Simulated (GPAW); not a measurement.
# BSiNH6 (SMILES NB[SiH3]), run twice

Wanted: energy and one-electron properties of BSiNH6, PBE/plane waves (scalar-relativistic datasets, plane-wave cutoff 450 eV).

The results are computed with GPAW 26.7.0.

1 further run of the same task is left out (set aside as unsound or not needed). Runs told in other sessions of the task aren't counted.

**1. The molecule**

BSiNH6 has 9 atoms, charge 0, and is taken as a singlet. SMILES: `NB[SiH3]`. Geometry: relaxed at GFN2-xTB.

Bond lengths: N1–B2 1.381 Å, B2–Si3 1.961 Å, N1–H4 1.008 Å, N1–H5 1.009 Å, B2–H6 1.179 Å, Si3–H7 1.477 Å, Si3–H8 1.473 Å, Si3–H9 1.474 Å. Some angles: N1–B2–Si3 120.6°, N1–B2–H6 116.0°, Si3–B2–H6 123.5°, B2–N1–H4 123.9°, B2–N1–H5 124.2°, B2–Si3–H7 113.9°, B2–Si3–H8 114.9°, B2–Si3–H9 114.2°, H4–N1–H5 111.9°, H7–Si3–H8 104.2°.

**2. Try one**

run.py

```python
import numpy as np
from ase import Atoms
from ase.units import Debye
from gpaw import GPAW, PW

# Structure
atoms = Atoms('NBSiHHHHHH',
    positions=[[ -0.866290,   0.746240,  -1.137990],
               [  0.008080,   0.805730,  -0.070990],
               [  0.607470,  -0.835160,   0.819740],
               [ -1.231500,  -0.112920,  -1.518050],
               [ -1.217540,   1.554270,  -1.628930],
               [  0.346710,   1.885890,   0.259070],
               [  0.249260,  -2.073040,   0.097340],
               [  2.063560,  -0.938130,   1.014300],
               [  0.040260,  -1.032880,   2.165490]])
atoms.center(vacuum=4.5)

# GPAW settings
calc = GPAW(mode=PW(450), maxiter=81, xc='BLYP', txt='-')
atoms.calc = calc

energy = atoms.get_potential_energy()
print(f'Energy = {energy:.5f} eV')
forces = atoms.get_forces()
print('Forces (eV/Ang)')
for symbol, f in zip(atoms.symbols, forces):
    print(f'{symbol:2} {f[0]:9.4f} {f[1]:9.4f} {f[2]:9.4f}')
dipole = atoms.get_dipole_moment() / Debye
print(f'Dipole                  {np.linalg.norm(dipole):.3f} D')
homo, lumo = calc.get_homo_lumo()
print(f'HOMO: {homo:.3f} eV')
print(f'LUMO = {lumo:.3f} eV')
print(f'Gap: {lumo - homo:.3f} eV')
```

On the command line:

```console
$ python run.py > run.log
```

What it wrote:

```text
__  _  _
 | _ |_)|_||  |
 |__||  | ||/\| - 26.7.0

units:  Angstrom and eV
cores:  1
OpenMP: False

Versions:
  Python: 3.12.14
  ASE:    3.29.0
  Numpy:  2.5.5
  Scipy:  1.18.1
  Libxc:  7.0.0

        _gpaw.cpython-312-x86_64-linux-gnu.so

Input parameters:
  mode=PW(ecut=450.00000000000006),
  maxiter=81,
  xc=XC(name='BLYP')
FileNotFoundError: Could not find required PAW dataset file "N.BLYP".

You need to set the GPAW_SETUP_PATH environment variable to point to
the directories where PAW dataset and basis files are stored.  See
```

Wall time 0.58 s (1 thread of Intel Xeon at 2.60GHz (Ice Lake), shared host); peak memory 0.095 GiB.

**3. What went wrong**

The input was rejected.

The telling line is `FileNotFoundError: Could not find required PAW dataset file "N.BLYP".`. Cause: a data file that the run needs (basis, dataset or core potential) isn't installed. To mend it, install or generate that file, or choose a functional or basis whose files are there.

**4. Second attempt**

calc.py

```python
import numpy as np
from ase import Atoms
from ase.units import Debye
from gpaw import GPAW, PW

mol = Atoms(['N', 'B', 'Si', 'H', 'H', 'H', 'H', 'H', 'H'],
    positions=[[ -0.866290,   0.746240,  -1.137990],
               [  0.008080,   0.805730,  -0.070990],
               [  0.607470,  -0.835160,   0.819740],
               [ -1.231500,  -0.112920,  -1.518050],
               [ -1.217540,   1.554270,  -1.628930],
               [  0.346710,   1.885890,   0.259070],
               [  0.249260,  -2.073040,   0.097340],
               [  2.063560,  -0.938130,   1.014300],
               [  0.040260,  -1.032880,   2.165490]])
mol.center(vacuum=4.5)

gpaw_calc = GPAW(mode=PW(450), xc='PBE', maxiter=100, txt='-')
mol.calc = gpaw_calc

energy = mol.get_potential_energy()
print(f'Energy: {energy:.5f} eV')
forces = mol.get_forces()
print('Forces (eV/Ang)')
for symbol, f in zip(mol.symbols, forces):
    print(f'{symbol:2} {f[0]:9.4f} {f[1]:9.4f} {f[2]:9.4f}')
dipole = mol.get_dipole_moment() / Debye
print(f'Dipole = {np.linalg.norm(dipole):.3f} D')
homo, lumo = gpaw_calc.get_homo_lumo()
print(f'HOMO = {homo:.3f} eV')
print(f'LUMO = {lumo:.3f} eV')
print(f'Gap: {lumo - homo:.3f} eV')
```

On the command line:

```console
$ python calc.py > calc.log
```

What it wrote:

```text
[...]
  mode=PW(ecut=450.00000000000006),
[...]
Number of symmetries: 1
[...]
  Number of IBZ points: 1
[...]
Cutoff: 450.00000000000006 eV
Spin-components: 1 (collinear spins)
Bands:           15
[...]
  Valence electrons: 18.0
[...]
  Grid points: [63 64 63]
  Charge: 0.0  # |e|
[...]
    cutoffs:
[...]
occupation numbers:
  # Zero width
[...]
xc functional:
  name: PBE with 2 nearest neighbor stencil
[...]
|iter     |     time |      energy | eigst |  dens |
[...]
|iter:   1| 00:00:04 |  -44.546443 | +0.59 |       |
[...]
|iter:  10| 00:00:19 |  -40.627057c| -8.14c| -4.29c|
Converged in 10 steps
[...]
Energy contributions relative to reference atoms: (reference = -10112.496295)
Energy contributions:
  Kinetic:          43.985986
  Coulomb:         -46.132956
  Zero:             -0.090573
  External:          0.000000
  Xc:              -38.389514
  Entropy:           0.000000
  Spinorbit:         0.000000
  ----------------------------
  Free energy:     -40.627057
  Extrapolated:    -40.627057
dipole moment: (-0.326826, 0.177096, -0.415037)  # |e|*Ang
Fermi level: -4.053
Eigenvalues  # (at kpt = [0.000, 0.000, 0.000])
| band index |      eig [eV] | occ [0-2] |
|------------|---------------|-----------|
|          0 |       -22.032 |     2.000 |
|          1 |       -13.504 |     2.000 |
|          2 |       -12.816 |     2.000 |
|          3 |       -12.095 |     2.000 |
|          4 |        -9.146 |     2.000 |
|          5 |        -7.966 |     2.000 |
|          6 |        -7.650 |     2.000 |
|          7 |        -7.303 |     2.000 |
|          8 |        -6.673 |     2.000 |
|          9 |        -1.433 |     0.000 |
|         10 |        -0.663 |     0.000 |
|         11 |         0.063 |     0.000 |
[...]
Gap: 5.240 eV
Transition (v -> c):
[...]
Forces (eV/Ang)
N     0.0160   -0.1306    0.0887
B    -0.0837    0.2892   -0.0969
Si    0.1960   -0.5694    0.2193
H    -0.2197   -0.6112   -0.2404
H    -0.1839    0.5807   -0.2673
H     0.2237    0.5335    0.2415
H    -0.2157   -0.3608   -0.3726
H     0.5610    0.1218    0.0263
H    -0.2679    0.0945    0.5088
Dipole = 2.676 D
HOMO = -6.673 eV
LUMO = -1.433 eV
Gap: 5.240 eV
```

Run time: 21 s. Hardware: 1 thread of Intel Xeon at 2.60GHz (Ice Lake), shared host; peak memory 0.57 GiB.

**5. Outcome**

Level: PBE/plane waves (scalar-relativistic datasets, plane-wave cutoff 450 eV).

| quantity | value |
| --- | --- |
| energy as printed (from the program's reference atoms) | -40.6271 eV |
| dipole moment | 2.68 D |
| HOMO energy (shifted to the vacuum level, unlike the log) | -6.89 eV |
| LUMO energy (shifted to the vacuum level, unlike the log) | -1.65 eV |
| HOMO–LUMO gap | 5.24 eV |
| largest force on an atom | 0.693 eV/Å |

**Reading.** The largest force is 0.69 eV/Å: the shape isn't a stationary point for this species at this level.
